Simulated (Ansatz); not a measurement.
A nudged elastic band was laid between two geometries of C3H5N (9 atoms, charge 0, multiplicity 1).

Method: RKS B3LYP-D4/def2-SVP (Ansatz 0.2.0).

```yaml
movable_images: 6
climbing_image: no
spring: 5.0 eV/Å²
optimiser: quadratic models (default)
start_path: IDPP
force_threshold: 0.05 eV/Å
iteration_limit: 60
end_points: relaxed
```

Initial state:

```xyz
9
Properties=species:S:1:pos:R:3
C -0.401 0.829 -0.443
C -0.105 -0.327 0.524
C 1.000 -1.178 0.077
N 1.878 -1.836 -0.296
H -0.680 0.452 -1.438
H -1.233 1.437 -0.058
H 0.477 1.482 -0.560
H -0.996 -0.964 0.652
H 0.147 0.059 1.526
```

Final state:

```xyz
9
Properties=species:S:1:pos:R:3
C -0.441 0.759 -0.523
C -0.198 -0.488 0.339
C 1.224 -0.793 0.517
N 2.354 -1.014 0.644
H -1.521 0.946 -0.617
H 0.025 1.648 -0.074
H -0.025 0.629 -1.533
H -0.683 -1.372 -0.109
H -0.646 -0.362 1.339
```

(1) Which bonds break or form, and what moves?

(2) What energy profile does the band end with?

(3) What is the geometry of the highest image?

## Answers

(1) No bond is made or broken. The dihedral H7–C1–C2–C3 goes from -60 to 61°. The two ends are copies of one structure, up to a mirror image or an exchange of like atoms.

(2) It converged. The highest image is number 3 of 0 to 7, 0.128 eV above the ends, which have the same energy within 2 meV. No image climbed, so the highest image needn't sit at the top of the path.

```
image  path coordinate (Å)  energy (eV)  dihedral H7–C1–C2–C3 (°)
    0                 0.00        0.000                       -60
    1                 0.45        0.026                       -43
    2                 0.90        0.083                       -26
    3                 1.35        0.128                        -8
    4                 1.80        0.127                         9
    5                 2.24        0.081                        26
    6                 2.69        0.024                        44
    7                 3.14        0.000                        61
```

(3) 
```xyz
9
Properties=species:S:1:pos:R:3
C -0.439 0.787 -0.504
C -0.175 -0.416 0.436
C 1.179 -0.963 0.324
N 2.258 -1.371 0.223
H -1.160 0.525 -1.291
H -0.848 1.639 0.058
H 0.484 1.123 -0.995
H -0.884 -1.237 0.241
H -0.327 -0.134 1.491
```

Run time: 50 s on 1 thread of Arm Neoverse V2, with other jobs on the host, peak memory 0.15 GiB.
